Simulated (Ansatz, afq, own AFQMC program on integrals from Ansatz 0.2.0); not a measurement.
Two steps: Ansatz 0.2.0 writes the Fock matrix and Cholesky factors of the valence space, and afq projects on them the lowest state that overlaps trial and start.

```yaml
crystal:
  periodic: [false, false, false]
  atoms:
    - {symbol: Ge, position_ang: [0.000000, -0.030265, 0.000000]}
    - {symbol: H, position_ang: [0.000000, 1.090584, -1.133489]}
    - {symbol: H, position_ang: [0.000000, 1.090579, 1.133493]}
basis:
  gaussian: {orbitals: cc-pVDZ}
magnetization: {spin_polarized: false}
correlation: {method: ccsd_t, electrons: outside_noble_gas, hamiltonian_folder: ham}
```

```sh
$ ansatz run in.yaml --threads 1 --pin off --events-out ev --progress --plain --max-ram 24576MiB --backend cuda --devices 0, --max-vram 18GiB
```

Options of the walk:

```
--method free --trial cisd --walkers 200 --time-step 0.01 --max-blocks 30 --target-error 0.00058 --factor-cut 1e-05 --seed 7623 --times 0.0,0.2,0.4,0.8,1.2 --taylor-order 8
```

Times are imaginary, in 1/Eh. The walk had a cap of 60 s. Filled inner d shells are frozen with the cores.

Output of the walk:

```
orbitals 23  electrons 3 3  factors 173 of 415
reference energy -2076.44359467 Eh
CCSD correlation -0.11007903 Eh in 11 cycles, weight of the determinant in the CISD state 0.9166
repeat  energy at the last time / Eh  error
    10  -2076.555932  0.000175
    20  -2076.556040  0.000114
    30  -2076.556002  0.000095
time / (1/Eh)  energy / Eh  error  mean overlap
  0.00  -2076.553721  0.000066  1.0921
  0.20  -2076.554535  0.000075  1.0933
  0.40  -2076.555131  0.000097  1.0908
  0.80  -2076.555849  0.000080  1.0808
  1.20  -2076.556002  0.000095  1.0845
energy -2076.556002 +/- 0.000095 Eh
```

The run passed its tests (error under three times the target), which doesn't prove that it has relaxed.

Against this walk (error 2.6 meV) on the same determinant: CCSD(T) 9.1 meV higher, CCSDT(Q) 6.9 meV lower, CCSDTQ 7.4 meV lower, full CI 7.5 meV lower. The error is statistical, and a free projection of finite length keeps a remainder of its start. The projection is still falling at its last time (meV from the last point: 62.1 ± 1.8 at 0.00, 39.9 ± 2.1 at 0.20, 24 ± 3 at 0.40, 4.2 ± 2.2 at 0.80, 0 ± 3 at 1.20), so its energy is a cut-off value, and the gaps above aren't errors of the other methods.

Cautions: remainder of the start not in the error; no relativity below Rb; no spin-orbit coupling; inner d shell frozen; restricted determinant unstable towards unrestricted (UHF 27 meV lower, ⟨S²⟩ 0.23).

The walk took 3.8 s on 1 × NVIDIA H100 80GB HBM3 with 2 threads of AMD EPYC 7R13 Processor (Zen 3), on a shared host (the card was shared). The log's last line is the free-projection energy.

CCSDT and higher add their correlation energy to the determinant of the CCSD(T) run, since their own runs factorise the integrals more tightly (a shift of under 2 meV). A walk keeps the symmetry of its determinant, which the program's search chose and which needn't be the lowest solution, so a lower state of the same spin and another symmetry isn't excluded.
